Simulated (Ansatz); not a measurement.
**Ge₂H⁺ (H-bridged), singlet: reading a ladder of total energies**

Geometry: that of the Ge2H (H-bridged), doublet, kept fixed. The triplet lies 0.6 eV lower here.

```xyz
3

Ge    0.0000   -0.4466    1.1824
Ge    0.0000   -0.4466   -1.1824
H     0.0000    0.8933    0.0000
```

Basis cc-pVDZ; Ansatz 0.2.0. Only valence electrons are correlated (noble-gas cores and the filled d shells of p-block atoms frozen), which leaves 8 electrons in 31 orbitals. R marks a restricted (for open shells ROHF) determinant. No spin–orbit coupling is included, and no scalar relativity.

Full CI isn't at hand for all of this; RCCSDTQ serves as the reference, and is uncertain by about the last step of the cluster series.

The largest doubles amplitude grows up the series, to 0.42: the determinant mixes near-degenerate terms, and the last step may understate the doubt.

Runs differ by some tens of microhartree through their thresholds, so steps under 0.03 kcal/mol mean nothing.

| level | total energy (hartree) |
| --- | --- |
| RHF | -4150.920963 |
| RMP2 | -4151.046379 |
| RCCSD | -4151.082173 |
| RCCSD(T) | -4151.087720 |
| RCCSDT | -4151.089807 |
| RCCSDT(Q) | -4151.090561 |
| RCCSDTQ | -4151.090814 |

Question: What is the correlation energy at RCCSDTQ, and what share of it do RMP2 and RCCSDT(Q) recover?

Answer: E(corr) = -4151.090814 − (-4150.920963) = -0.169851 hartree = -4.622 eV. RMP2: -0.125416 / -0.169851 = 73.84 %. RCCSDT(Q): -0.169598 / -0.169851 = 99.85 %.

Question: By how many kcal/mol does RCCSD(T) miss RCCSDTQ (1 hartree = 627.509 kcal/mol), and which steps make up the rest?

Answer: -4151.087720 − (-4151.090814) = 0.003094 hartree = 1.94 kcal/mol. Steps: RCCSDT − RCCSD(T) = -1.31, RCCSDT(Q) − RCCSDT = -0.47, RCCSDTQ − RCCSDT(Q) = -0.16 kcal/mol. Differences between like states or geometries often cancel part of this.
